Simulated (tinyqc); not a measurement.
Coupled-perturbed Hartree-Fock on RHF in the sto-3g basis, for LiH, spin multiplicity 1, step by step. Computed by tinyqc, a small Python program that keeps every step (integrals from PySCF). Settings: charge = 0, multiplicity = 1, basis = sto-3g, method = RHF, energy threshold = 1e-10, iteration cap = 79, orthogonalisation = symmetric, start = Wolfsberg-Helmholz matrix, DIIS depth = 6. Command: `OMP_NUM_THREADS=1 python tinyqc.py 21627 21628 out.jsonl` (the two numbers bound the seeds that draw the settings). One thread of a shared host (Intel(R) Xeon(R) Processor @ 2.60GHz), about 0.2 s of CPU time with the checks. The early iterations of the SCF are left out here.

## One-electron integrals

Geometry (angstrom):
```
atom         x         y         z
Li    0.000000  0.000000  0.000000
H     0.000000  0.000000  1.407000
```

Basis sto-3g: exponents (1/bohr^2) and contraction coefficients of normalised primitives:
```
element  l (shell)   exponent  coefficient
Li           s (1)  16.119575     0.154329
Li           s (1)   2.936201     0.535328
Li           s (1)   0.794651     0.444635
Li           s (2)   0.636290    -0.099967
Li           s (2)   0.147860     0.399513
Li           s (2)   0.048089     0.700115
Li           p (3)   0.636290     0.155916
Li           p (3)   0.147860     0.607684
Li           p (3)   0.048089     0.391957
H            s (1)   3.425251     0.154329
H            s (1)   0.623914     0.535328
H            s (1)   0.168855     0.444635
```

Overlap, kinetic and nuclear-attraction integrals over the contracted functions; the nuclear repulsion is the sum of Za Zb / Rab.

nuclear repulsion = 1.12830962 hartree

overlap S, order 1Li 1s, 1Li 2s, 1Li 2px, 1Li 2py, 1Li 2pz, 2H 1s:
```
[[1.000000, 0.241137, 0.000000, 0.000000, 0.000000, 0.100078],
 [0.241137, 1.000000, 0.000000, 0.000000, 0.000000, 0.443359],
 [0.000000, 0.000000, 1.000000, 0.000000, 0.000000, 0.000000],
 [0.000000, 0.000000, 0.000000, 1.000000, 0.000000, 0.000000],
 [0.000000, 0.000000, 0.000000, 0.000000, 1.000000, 0.543037],
 [0.100078, 0.443359, 0.000000, 0.000000, 0.543037, 1.000000]]
```

kinetic energy T (hartree), order 1Li 1s, 1Li 2s, 1Li 2px, 1Li 2py, 1Li 2pz, 2H 1s:
```
[[3.576786, -0.020237, 0.000000, 0.000000, 0.000000, -0.017383],
 [-0.020237, 0.102163, 0.000000, 0.000000, 0.000000, 0.055599],
 [0.000000, 0.000000, 0.319682, 0.000000, 0.000000, 0.000000],
 [0.000000, 0.000000, 0.000000, 0.319682, 0.000000, 0.000000],
 [0.000000, 0.000000, 0.000000, 0.000000, 0.319682, 0.159937],
 [-0.017383, 0.055599, 0.000000, 0.000000, 0.159937, 0.760032]]
```

nuclear attraction V (hartree), order 1Li 1s, 1Li 2s, 1Li 2px, 1Li 2py, 1Li 2pz, 2H 1s:
```
[[-8.358984, -1.055004, 0.000000, 0.000000, -0.020773, -0.442431],
 [-1.055004, -1.519595, 0.000000, 0.000000, -0.131935, -0.875497],
 [0.000000, 0.000000, -1.474250, 0.000000, 0.000000, 0.000000],
 [0.000000, 0.000000, 0.000000, -1.474250, 0.000000, 0.000000],
 [-0.020773, -0.131935, 0.000000, 0.000000, -1.579981, -1.090526],
 [-0.442431, -0.875497, 0.000000, 0.000000, -1.090526, -2.348149]]
```

core Hamiltonian H = T + V (hartree), order 1Li 1s, 1Li 2s, 1Li 2px, 1Li 2py, 1Li 2pz, 2H 1s:
```
[[-4.782198, -1.075241, 0.000000, 0.000000, -0.020773, -0.459815],
 [-1.075241, -1.417431, 0.000000, 0.000000, -0.131935, -0.819897],
 [0.000000, 0.000000, -1.154569, 0.000000, 0.000000, 0.000000],
 [0.000000, 0.000000, 0.000000, -1.154569, 0.000000, 0.000000],
 [-0.020773, -0.131935, 0.000000, 0.000000, -1.260299, -0.930589],
 [-0.459815, -0.819897, 0.000000, 0.000000, -0.930589, -1.588117]]
```

## Two-electron integrals

Functions are numbered as in S; the eight-fold symmetry (ij|kl) = (ji|kl) = (kl|ij) leaves the list below.

Two-electron integrals (ij|kl) in chemists' order, unique and non-zero (hartree):
```
(11|11) 1.680395   (21|11) 0.265420   (21|21) 0.049941   (22|11) 0.397727
(22|21) 0.092860   (22|22) 0.290562   (31|31) 0.008981   (32|31) 0.013788
(32|32) 0.064184   (33|11) 0.396640   (33|21) 0.092880   (33|22) 0.290497
(33|33) 0.312946   (41|41) 0.008981   (42|41) 0.013788   (42|42) 0.064184
(43|43) 0.016869   (44|11) 0.396640   (44|21) 0.092880   (44|22) 0.290497
(44|33) 0.279207   (44|44) 0.312946   (51|51) 0.008981   (52|51) 0.013788
(52|52) 0.064184   (53|53) 0.016869   (54|54) 0.016869   (55|11) 0.396640
(55|21) 0.092880   (55|22) 0.290497   (55|33) 0.279207   (55|44) 0.279207
(55|55) 0.312946   (61|11) 0.108214   (61|21) 0.020420   (61|22) 0.038399
(61|33) 0.037948   (61|44) 0.037948   (61|51) 0.002417   (61|52) 0.004555
(61|55) 0.039322   (61|61) 0.009125   (62|11) 0.183241   (62|21) 0.042950
(62|22) 0.134542   (62|33) 0.128552   (62|44) 0.128552   (62|51) 0.007050
(62|52) 0.037102   (62|55) 0.146387   (62|61) 0.020690   (62|62) 0.093814
(63|31) 0.004098   (63|32) 0.017204   (63|53) 0.006249   (63|63) 0.008174
(64|41) 0.004098   (64|42) 0.017204   (64|54) 0.006249   (64|64) 0.008174
(65|11) 0.208220   (65|21) 0.049460   (65|22) 0.161308   (65|33) 0.150930
(65|44) 0.150930   (65|51) 0.011080   (65|52) 0.056745   (65|55) 0.181860
(65|61) 0.025167   (65|62) 0.124919   (65|65) 0.170313   (66|11) 0.372960
(66|21) 0.089104   (66|22) 0.299231   (66|33) 0.274463   (66|44) 0.274463
(66|51) 0.018741   (66|52) 0.110597   (66|55) 0.348185   (66|61) 0.045709
(66|62) 0.252473   (66|65) 0.351819   (66|66) 0.774606
```

## Orthogonalisation

S = U s U^T; symmetric (Loewdin) form X = U s^(-1/2) U^T, so that X^T S X = 1.

eigenvalues of S: [0.296783, 0.796260, 1.000000, 1.000000, 1.160283, 1.746674]

X, order 1Li 1s, 1Li 2s, 1Li 2px, 1Li 2py, 1Li 2pz, 2H 1s:
```
[[1.023011, -0.123117, 0.000000, 0.000000, 0.002539, -0.011164],
 [-0.123117, 1.141443, 0.000000, 0.000000, 0.145631, -0.334815],
 [0.000000, 0.000000, 1.000000, 0.000000, 0.000000, 0.000000],
 [0.000000, 0.000000, 0.000000, 1.000000, 0.000000, 0.000000],
 [0.002539, 0.145631, 0.000000, 0.000000, 1.178729, -0.411471],
 [-0.011164, -0.334815, 0.000000, 0.000000, -0.411471, 1.298096]]
```

## Iteration 8 (converged): orbitals

converged F (hartree), order 1Li 1s, 1Li 2s, 1Li 2px, 1Li 2py, 1Li 2pz, 2H 1s:
```
[[-2.343169, -0.640348, 0.000000, 0.000000, 0.012452, -0.271694],
 [-0.640348, -0.235112, 0.000000, 0.000000, -0.118939, -0.301044],
 [0.000000, 0.000000, 0.163317, 0.000000, 0.000000, 0.000000],
 [0.000000, 0.000000, 0.000000, 0.163317, 0.000000, 0.000000],
 [0.012452, -0.118939, 0.000000, 0.000000, -0.019690, -0.246334],
 [-0.271694, -0.301044, 0.000000, 0.000000, -0.246334, -0.192954]]
```

Diagonalise F' = X^T F X, C = X C', fill 2 alpha and 2 beta electrons from the bottom; D = 2 C_occ C_occ^T. Each column has its largest component positive (the first on a tie).

F' = X^T F X (hartree):
```
[[-2.289000, -0.341650, 0.000000, 0.000000, 0.037328, -0.088620],
 [-0.341650, 0.007822, 0.000000, 0.000000, 0.031477, -0.302193],
 [0.000000, 0.000000, 0.163317, 0.000000, 0.000000, 0.000000],
 [0.000000, 0.000000, 0.000000, 0.163317, 0.000000, 0.000000],
 [0.037328, 0.031477, 0.000000, 0.000000, 0.169337, -0.339533],
 [-0.088620, -0.302193, 0.000000, 0.000000, -0.339533, 0.140141]]
```

orbital energies (hartree): [-2.345989, -0.300692, 0.079474, 0.163317, 0.163317, 0.595508]

coefficients C, order 1Li 1s, 1Li 2s, 1Li 2px, 1Li 2py, 1Li 2pz, 2H 1s:
```
[[0.990876, -0.183274, -0.207117, 0.000000, 0.000000, 0.059314],
 [0.030964, 0.436777, 0.804239, 0.000000, 0.000000, -0.782832],
 [0.000000, 0.000000, 0.000000, 0.617652, 0.786451, 0.000000],
 [0.000000, 0.000000, 0.000000, 0.786451, -0.617652, 0.000000],
 [-0.008274, 0.352884, -0.612139, 0.000000, 0.000000, -1.039526],
 [0.010308, 0.541006, -0.129649, 0.000000, 0.000000, 1.287240]]
```

D after iteration 8, order 1Li 1s, 1Li 2s, 1Li 2px, 1Li 2py, 1Li 2pz, 2H 1s:
```
[[2.030849, -0.098737, 0.000000, 0.000000, -0.145746, -0.177878],
 [-0.098737, 0.383466, 0.000000, 0.000000, 0.307750, 0.473236],
 [0.000000, 0.000000, 0.000000, 0.000000, 0.000000, 0.000000],
 [0.000000, 0.000000, 0.000000, 0.000000, 0.000000, 0.000000],
 [-0.145746, 0.307750, 0.000000, 0.000000, 0.249191, 0.381653],
 [-0.177878, 0.473236, 0.000000, 0.000000, 0.381653, 0.585587]]
```

Within a degenerate level the vectors are fixed only up to a rotation; this is one choice.

## Convergence

Stop when the energy changes by less than 1e-10 hartree and every element of the error matrix X^T (F D S - S D F) X is below 3e-06.

Course of the cycle:
```
iteration  E (hartree)     change  largest element of the error matrix
1          -7.84074710          -                             9.65e-02
2          -7.85739855  -1.67e-02                             2.56e-02
3          -7.86013511  -2.74e-03                             1.13e-02
4          -7.86090358  -7.68e-04                             7.53e-04
5          -7.86090424  -6.59e-07                             1.41e-04
6          -7.86090427  -2.48e-08                             2.09e-05
7          -7.86090427  -5.91e-10                             2.69e-06
8          -7.86090427  -9.87e-12                             4.66e-08
```

PySCF RHF in the same basis = -7.86090427 hartree

Converged in 8 iterations.

## Integrals over molecular orbitals

(pq|rs) = sum C_ip C_jq C_kr C_ls (ij|kl), one index at a time.

one-electron integrals over orbitals h = C^T H C (hartree):
```
[[-4.772272, 0.114327, 0.169279, 0.000000, 0.000000, -0.014691],
 [0.114327, -1.570260, 0.038027, 0.000000, 0.000000, -0.116556],
 [0.169279, 0.038027, -1.139463, 0.000000, 0.000000, 0.033912],
 [0.000000, 0.000000, 0.000000, -1.154569, 0.000000, 0.000000],
 [0.000000, 0.000000, 0.000000, 0.000000, -1.154569, 0.000000],
 [-0.014691, -0.116556, 0.033912, 0.000000, 0.000000, -0.918492]]
```

Two-electron integrals over orbitals (pq|rs), unique and non-zero (hartree):
```
(11|11) 1.657526    (21|11) -0.122723   (21|21) 0.016361    (22|11) 0.392559
(22|21) 0.008396    (22|22) 0.500810    (31|11) -0.136557   (31|21) 0.011915
(31|22) -0.018371   (31|31) 0.021333    (32|11) 0.009685    (32|21) -0.004020
(32|22) -0.045482   (32|31) 0.000286    (32|32) 0.011410    (33|11) 0.396119
(33|21) -0.012359   (33|22) 0.229722    (33|31) 0.002174    (33|32) 0.004920
(33|33) 0.339447    (41|41) 0.009821    (42|41) 0.007672    (42|42) 0.024536
(43|41) 0.010235    (43|42) 0.019184    (43|43) 0.041389    (44|11) 0.396292
(44|21) -0.004839   (44|22) 0.279829    (44|31) -0.004896   (44|32) 0.003857
(44|33) 0.282389    (44|44) 0.312946    (51|51) 0.009821    (52|51) 0.007672
(52|52) 0.024536    (53|51) 0.010235    (53|52) 0.019184    (53|53) 0.041389
(54|54) 0.016869    (55|11) 0.396292    (55|21) -0.004839   (55|22) 0.279829
(55|31) -0.004896   (55|32) 0.003857    (55|33) 0.282389    (55|44) 0.279207
(55|55) 0.312946    (61|11) 0.031268    (61|21) -0.006919   (61|22) -0.004827
(61|31) 0.000044    (61|32) 0.000681    (61|33) 0.008518    (61|44) -0.000276
(61|55) -0.000276   (61|61) 0.005802    (62|11) -0.014067   (62|21) 0.006923
(62|22) 0.137771    (62|31) -0.002232   (62|32) -0.032600   (62|33) -0.006127
(62|44) -0.005416   (62|55) -0.005416   (62|61) 0.001018    (62|62) 0.122293
(63|11) 0.017434    (63|21) -0.004986   (63|22) -0.050668   (63|31) 0.004610
(63|32) 0.007647    (63|33) 0.036142    (63|44) 0.000724    (63|55) 0.000724
(63|61) 0.003924    (63|62) -0.030434   (63|63) 0.026305    (64|41) -0.005801
(64|42) -0.019329   (64|43) -0.013906   (64|64) 0.019087    (65|51) -0.005801
(65|52) -0.019329   (65|53) -0.013906   (65|65) 0.019087    (66|11) 0.361321
(66|21) 0.005622    (66|22) 0.459727    (66|31) -0.011464   (66|32) -0.041045
(66|33) 0.242432    (66|44) 0.270080    (66|55) 0.270080    (66|61) -0.000918
(66|62) 0.145709    (66|63) -0.043011   (66|66) 0.456967
```

## Response to a field: uncoupled start

dipole integrals <a|y|i> (bohr), order a3, a4, a5, a6:
```
[[0.000000, 0.000000],
 [0.161761, 0.761342],
 [-0.127042, -0.597933],
 [0.000000, 0.000000]]
```

Field along y; U_ai = -mu_ai / (e_a - e_i), alpha = -4 sum U_ai mu_ai.

uncoupled U, order a3, a4, a5, a6:
```
[[0.000000, 0.000000],
 [-0.064465, -1.640789],
 [0.050628, 1.288621],
 [0.000000, 0.000000]]
```

uncoupled polarisability = 8.146283 bohr^3

## Coupled step 1

U_ai = -(mu_ai + sum_bj [4 (ai|bj) - (ab|ij) - (aj|bi)] U_bj) / (e_a - e_i); alpha = -4 sum U_ai mu_ai.

U after step 1, order a3, a4, a5, a6:
```
[[0.000000, 0.000000],
 [-0.055674, -2.366143],
 [0.043724, 1.858289],
 [0.000000, 0.000000]]
```

polarisability = 11.708549 bohr^3

## Coupled step 2

As before.

U after step 2, order a3, a4, a5, a6:
```
[[0.000000, 0.000000],
 [-0.046337, -2.689042],
 [0.036391, 2.111883],
 [0.000000, 0.000000]]
```

polarisability = 13.288660 bohr^3

## Coupled polarisability

Repeat until U stops changing; compare with -d2E/dF2.

Course of the coupled iterations:
```
step  alpha (bohr^3)
0           8.146283
1          11.708549
2          13.288660
3          13.992840
4          14.307136
5          14.447484
6          14.510166
7          14.538163
8          14.550667
9          14.556253
10         14.558747
11         14.559861
12         14.560359
13         14.560581
14         14.560681
15         14.560725
16         14.560745
17         14.560754
18         14.560758
19         14.560759
20         14.560760
21         14.560761
22         14.560761
23         14.560761
24         14.560761
```

coupled polarisability = 14.560761 bohr^3

finite-field check, fields of +/-0.001 au = 14.560824 bohr^3
